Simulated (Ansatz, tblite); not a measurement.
# The cluster Al₂Si: rung by rung

How do method and basis change the picture of the cluster Al₂Si (singlet)?

Program: Ansatz 0.2.0, Gaussian basis. Level of theory: as each input shows. These are calculated values, not measurements.

The runs, in order: GFN2-xTB, PBE-D4/def2-TZVP, r2SCAN-D4/def2-TZVP, HF/def2-TZVP, LC-ωPBE/def2-TZVP, CAM-B3LYP-D4/def2-TZVP, r2SCANh-D4/def2-TZVP, ωB97M-V/def2-TZVP, LC-ωPBE(0.10)/def2-TZVP, LC-ωPBE(0.15)/def2-TZVP, LC-ωPBE(0.20)/def2-TZVP, LC-ωPBE(0.30)/def2-TZVP, PBE-D4/def2-SVP, PBE0-D4/def2-SVP, PBE0-D4/def2-TZVPD, PBE-D4/def2-TZVPD, r2SCAN-D4/def2-TZVPD, CCSD(T)/def2-TZVPP, MP2/def2-TZVP, RPA/def2-TZVP, CCSD(T)/def2-TZVPD.

**1. The geometry**

The singlet was relaxed beforehand with B3LYP-D4/def2-TZVP. At that level it is the lowest of the isomers that a small search found.

3 atoms, charge 0, spin multiplicity 1.

Bond lengths: Al1–Si3 2.370 Å, Al2–Si3 2.370 Å. Angles: Al1–Si3–Al2 63.7°.

PBE0-D4/def2-TZVP was run before; its log isn't repeated, and its numbers join the tables.

**2. GFN2-xTB**

Tight binding, by tblite at 300 K electronic temperature and without a spin-polarisation term:

```python
tblite.interface.Calculator('GFN2-xTB', numbers, positions, charge=0, uhf=0).singlepoint()
```

Energy -98.3923 eV, HOMO -6.48 eV, LUMO -5.77 eV; 0.005 s.

**3. PBE-D4/def2-TZVP**

start.molden holds the orbitals of an earlier run on this state, given as this run's starting guess.

File in.yaml:

```yaml
crystal:
  periodic: [false, false, false]
  atoms:
    - {symbol: Al, position_ang: [0.744853, 0.673585, -1.003272]}
    - {symbol: Al, position_ang: [-1.379306, 0.231696, 0.242727]}
    - {symbol: Si, position_ang: [0.634453, -0.905281, 0.760554]}
basis:
  gaussian: {orbitals: def2-TZVP, initial_orbitals: start.molden}
hamiltonian: {xc: pbe, dispersion: d4}
scf: {omitted_lower_state_checks: [starts]}
output: {orbitals: {seedname: orbitals}}
```

Launch:

```bash
$ ansatz run in.yaml --threads 4 --pin off --events-out ev --progress --plain --max-ram 3916MiB
```

The runs that follow: r2SCAN-D4/def2-TZVP; HF/def2-TZVP; LC-ωPBE/def2-TZVP; CAM-B3LYP-D4/def2-TZVP; r2SCANh-D4/def2-TZVP; ωB97M-V/def2-TZVP; LC-ωPBE(0.10)/def2-TZVP; LC-ωPBE(0.15)/def2-TZVP; LC-ωPBE(0.20)/def2-TZVP; LC-ωPBE(0.30)/def2-TZVP; PBE-D4/def2-SVP; PBE0-D4/def2-SVP; PBE0-D4/def2-TZVPD; PBE-D4/def2-TZVPD; r2SCAN-D4/def2-TZVPD; CCSD(T)/def2-TZVPP; MP2/def2-TZVP; RPA/def2-TZVP; CCSD(T)/def2-TZVPD.

Before running them: what should the planned runs give, taken together? Wanted: gap in def2-TZVP, named functionals and Hartree-Fock, smallest and largest; gap over the ω; correlation energy, CCSD(T)/def2-TZVPP; correlation energy, MP2/def2-TZVP; correlation energy, CCSD(T)/def2-TZVPD; binding an atom, functionals in def2-TZVP; PBE0 total energy, smallest basis above largest.

As calculated:

```
                                                                  quantity                               value
gap in def2-TZVP, named functionals and Hartree-Fock, smallest and largest      0.47 eV (PBE-D4), 5.99 eV (HF)
                                                   gap over the ω (1/bohr)      3.16 eV at 0.1, 5.56 eV at 0.4
                                    correlation energy, CCSD(T)/def2-TZVPP                            -8.11 eV
                                         correlation energy, MP2/def2-TZVP                            -6.72 eV
                                    correlation energy, CCSD(T)/def2-TZVPD                            -8.05 eV
                                 binding an atom, functionals in def2-TZVP  1.36 (LC-ωPBE) to 1.80 eV (PBE-D4)
                           PBE0 total energy, smallest basis above largest      7.31 eV (def2-SVP, def2-TZVPD)
```

Orbital gaps of the named functionals and Hartree-Fock in def2-TZVP span 0.47 eV (PBE-D4) to 5.99 eV (HF); exact exchange widens it. Raising the ω (1/bohr) from 0.1 to 0.4 moves the HOMO by -1.44 eV and the LUMO by +0.96 eV. Notes on CCSD(T)/def2-TZVPP: large T1 diagnostic.
